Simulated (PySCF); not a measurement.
dichloromethane cation (CH₂Cl₂), SMILES ClCCl (connectivity only; charge and spin as stated), charge +1, multiplicity 2.

The structure is a stationary point at TPSSh-D3(BJ)/def2-TZVP. The spin state was assumed, not searched.

All values below come from TDA-CAM-B3LYP/def2-SVPD run with PySCF.

Vertical excitations. Gas-phase values at a fixed geometry.

Question: Give excitation energies, oscillator strengths and character. (The exact figures need the calculation; the answer reports its results.)

Answer: 
```
state    energy (eV)  λ (nm)      f                                                                        main pairs
-------  -----------  ------  -----  --------------------------------------------------------------------------------
root 1          0.61    2034  0.000                                                               β HOMO−1→LUMO 100 %
root 2          0.92    1347  0.000                                                               β HOMO−2→LUMO 100 %
root 3          1.70     728  0.109                                                                  β HOMO→LUMO 94 %
root 4          4.52     274  0.000                                                                β HOMO−3→LUMO 99 %
root 5          4.94     251  0.000                                                                β HOMO−4→LUMO 99 %
root 6          5.60     222  0.039                                                                β HOMO−5→LUMO 96 %
root 7          6.98     178  0.000                                                                β HOMO→LUMO+1 92 %
root 8          7.11     174  0.000                                            α HOMO→LUMO 42 %, β HOMO−1→LUMO+1 45 %
root 9          7.38     168  0.000  α HOMO−2→LUMO 38 %, α HOMO→LUMO+1 6 %, β HOMO−2→LUMO+1 44 %, β HOMO−1→LUMO+2 7 %
root 10         7.59     163  0.000                                             α HOMO−1→LUMO 86 %, β HOMO→LUMO+2 6 %
```
Unrestricted roots are not spin-pure.
